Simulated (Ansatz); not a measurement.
`COC(O)(Cl)Cl`, relaxed with RKS PBE-D4/def2-SVP in Ansatz from a rough embedded geometry. The force threshold is 0.03 eV/Å; the program also tests the step.

Total charge 0; spin multiplicity 1.

Start:

```xyz
10

C    -1.180   -0.131    0.867
O    -0.453    0.823    0.018
C     0.805    0.369   -0.424
O     0.745   -1.036   -0.982
Cl    1.334    1.381   -1.779
Cl    2.030    0.378    0.868
H    -1.401   -1.024    0.340
H    -2.049    0.376    1.170
H    -0.544   -0.324    1.810
H     0.711   -0.810   -1.888
```

```tsv
step	energy (eV)	largest force (eV/Å)	largest move (Å)
1	-31248.1252	3.418	0.000
2	-31248.5090	2.059	0.084
3	-31248.6451	0.686	0.068
4	-31248.6526	0.251	0.126
5 (rejected)	-31248.6401	0.573	0.150
6	-31248.6764	0.197	0.072
7	-31248.6794	0.196	0.099
8	-31248.6849	0.048	0.039
9	-31248.6853	0.045	0.023
10	-31248.6856	0.050	0.026
11	-31248.6857	0.019	0.015
```

End:

```xyz
10

C    -1.107   -0.105    0.856
O    -0.421    0.737   -0.078
C     0.818    0.311   -0.466
O     0.853   -0.943   -1.025
Cl    1.391    1.570   -1.647
Cl    1.987    0.239    0.937
H    -1.203   -1.140    0.468
H    -2.105    0.345    0.994
H    -0.562   -0.129    1.823
H     0.350   -0.885   -1.864
```

Run time 13 s (4 threads of an Arm Neoverse V2 on a shared host); peak host memory 0.16 GiB.
